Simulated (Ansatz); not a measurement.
Z-matrix (Å, degrees):
```
Si
C 1 1.840
H 1 1.487 2 110.3
H 1 1.487 2 110.4 3 -121.0
H 1 1.492 2 111.3 3 119.5
H 2 1.085 1 122.6 3 152.6
H 2 1.085 1 122.6 3 -29.9
```

The species carries charge 0 and has multiplicity 2.

List the PBE/def2-TZVPP orbital energies in eV (Ansatz 0.2.0). (Best estimate.)

Ansatz gave: α occupied: -1779.42, -269.47, -137.19, -93.91, -93.91, -93.90, -17.06, -12.88, -10.53, -8.65, -8.55, -8.18, -5.66. α empty: -0.06, 0.60, 0.92, 1.16, 2.01, 2.04, 3.85, 4.37. β occupied: -1779.43, -269.13, -137.19, -93.92, -93.92, -93.91, -16.23, -12.75, -10.30, -8.34, -8.33, -8.14. β empty: -3.58, 0.08, 0.62, 1.12, 1.25, 2.08, 2.20, 3.95. ⟨S²⟩ = 0.754.
